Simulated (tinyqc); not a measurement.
Ways to converge the cycle: SCF convergence aids in the sto-3g basis, for Li2+, spin multiplicity 2. Computed by the program tinyqc with PySCF. 

Geometry (angstrom):
```
atom       x       y       z
Li    0.0000  0.0000  0.0000
Li    0.0000  0.0000  3.4620
```

lowest solution found by these runs and by PySCF with stability checks = -14.502827 hartree

UHF with one setting changed at a time; a run stops when the energy changes by less than 1e-09 hartree and the error matrix is below 1e-5. The start is the Wolfsberg-Helmholz matrix. Damping d keeps d of the old density; a shift (hartree) raises the virtual levels; DIIS n extrapolates F over n matrices.

Largest element of the error matrix X^T (FDS - SDF) X:
```
iteration    plain  damping 0.3  damping 0.6  shift 0.4   DIIS 3   DIIS 8
1          4.5e-02      4.5e-02      4.5e-02    4.5e-02  4.5e-02  4.5e-02
2          1.2e-02      1.7e-02      2.9e-02    1.6e-02  1.2e-02  1.2e-02
3          6.8e-03      9.8e-03      1.9e-02    1.3e-02  5.9e-03  5.9e-03
4          3.9e-03      7.0e-03      1.2e-02    1.1e-02  3.1e-04  3.1e-04
5          2.3e-03      5.0e-03      9.3e-03    9.0e-03  4.5e-05  5.8e-06
6          1.3e-03      3.5e-03      7.8e-03    7.4e-03  1.0e-06  8.4e-07
8          4.3e-04      1.7e-03      5.5e-03    4.9e-03        -        -
10         1.4e-04      8.5e-04      3.8e-03    3.2e-03        -        -
14         1.5e-05      2.1e-04      1.8e-03    1.4e-03        -        -
20               -      2.4e-05      5.9e-04    3.9e-04        -        -
30               -            -      9.0e-05    4.7e-05        -        -
45               -            -      5.4e-06          -        -        -
```

How each run ends:
```
run          iterations  E (hartree)         state
plain                17    -14.50283  lowest found
damping 0.3          25    -14.50283  lowest found
damping 0.6          45    -14.50283  lowest found
shift 0.4            39    -14.50283  lowest found
DIIS 3                7    -14.50283  lowest found
DIIS 8                6    -14.50283  lowest found
```

6 of 6 runs reach the lowest solution found, in 6 to 45 iterations (fastest: DIIS 8). Plain steps already contract here, so damping only slows them. DIIS 3 and DIIS 8 gain by cancelling the error over several earlier matrices, much as a quasi-Newton step does.
